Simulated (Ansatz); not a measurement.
A-type hexagonal La2O3, treated with PBE-D3(BJ) (Ansatz, an electronic-structure program, PAW).

Numerical settings: plane-wave cutoff 520 eV, 12×12×6 k mesh (along the axes of the cell as run), Fermi–Dirac smearing 0.01 eV, scalar-relativistic PAW data made under PBE.

Energies at three volumes about the minimum:

```tsv
V (Å³/atom)	E − E_lowest (meV/atom)
15.931	2.38
16.256	0.00
16.581	2.21
```

Question: Fit a parabola by hand: where is the minimum, and what is the bulk modulus?

Answer: Slopes: (0.00 − 2.38)/(16.256 − 15.931) = -7.323 and (2.21 − 0.00)/(16.581 − 16.256) = 6.800 meV/Å³. Curvature E″ = 2 × (6.800 − (-7.323))/(16.581 − 15.931) = 43.455 meV/Å⁶. From the middle of the first interval, the slope vanishes at V0 = 16.0935 − (-7.323)/43.455 = 16.262 Å³/atom. B = V0 E″ = 16.262 × 43.455 meV/Å³ × 0.1602 GPa per meV/Å³ = 113 GPa. The full Birch–Murnaghan fit to all volumes gives V0 = 16.257 Å³/atom and B0 = 113 GPa.

Shape and atoms are relaxed at each volume.

Measured, for comparison: bulk modulus 113 GPa (300 K, no zero-point or thermal correction; as tabulated in Santana et al. (2016), arXiv:1608.06321); equilibrium volume per atom 16.44 Å³/atom (room temperature, no zero-point or thermal correction, equation of state from high-pressure X-ray diffraction; as tabulated in Ibáñez et al. (2020), arXiv:2005.12956). Computed (rounded) less measured: bulk modulus 0.0 %, equilibrium volume per atom -1.1 %. A static lattice is as a rule a little smaller and stiffer than an uncorrected measurement, which narrows the difference in the equilibrium volume per atom and would widen misses of the other sign.

Note: the bulk modulus comes from volumes at which shape and atoms were relaxed.
